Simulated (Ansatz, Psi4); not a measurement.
## CO (carbon monoxide): from total energies to a heat of formation

CO: 2 atoms, total charge 0, spin state singlet. SMILES: `[C-]#[O+]`. The shape was relaxed beforehand at PBE0/def2-TZVP.

```xyz
2

C     0.5155   -0.1359    0.2937
O    -0.4044    0.1557   -0.2813
```

Total energies at CCSD(T)/CBS estimate, 2 core orbitals frozen (Psi4 1.11); the atoms run unrestricted:

| species | state | energy (Eh) |
| --- | --- | --- |
| CO | singlet | -113.209375 |
| C | triplet | -37.791683 |
| O | triplet | -75.005660 |

Harmonic wavenumbers at PBE0-D4/def2-TZVP, in cm⁻¹: 2240.

Measured heats of formation of the gaseous atoms at 298.15 K, in kJ/mol: C 716.9, O 249.2. Spin-orbit lowering of the atoms at 298 K (mean of the ground term's levels less their thermal mean, from spectra), in kJ/mol: C 0.02, O 0.40. Take 1 Eh = 2625.50 kJ/mol, 1 cm⁻¹ = 0.0119627 kJ/mol, RT = 2.479 kJ/mol.

What heat of formation follows?


1. Electronic atomisation energy: (-37.791683) + (-75.005660) − (-113.209375) = 0.412032 Eh = 1081.8 kJ/mol.
2. Zero-point energy: half the sum of the wavenumbers, 1120 cm⁻¹ = 13.4 kJ/mol.
3. Thermal vibrational enthalpy, Σ hcν̃/(exp(hcν̃/kT) − 1): 0.0 kJ/mol. Translation, rotation and pV of a linear molecule: 3.5 RT = 8.7 kJ/mol.
4. The 2 free atoms carry 5/2 RT each: 12.4 kJ/mol.
5. Spin-orbit coupling lowers the free atoms by 0.02 + 0.40 = 0.4 kJ/mol.
6. Atomisation enthalpy at 298 K: 1081.8 − 0.4 − 13.4 − 0.0 − 8.7 + 12.4 = 1071.7 kJ/mol.
7. Sum of the atoms' heats of formation: 966.1 kJ/mol. Heat of formation: 966.1 − 1071.7 = -105.6 kJ/mol.

The tabulated value is -110.5 kJ/mol (Active Thermochemical Tables), so this level is off by +4.9 kJ/mol, or 0.5 % of the atomisation enthalpy that the table implies (1076.6 kJ/mol). Anharmonicity and any spin-orbit splitting of the molecule are left out, and so is core correlation.
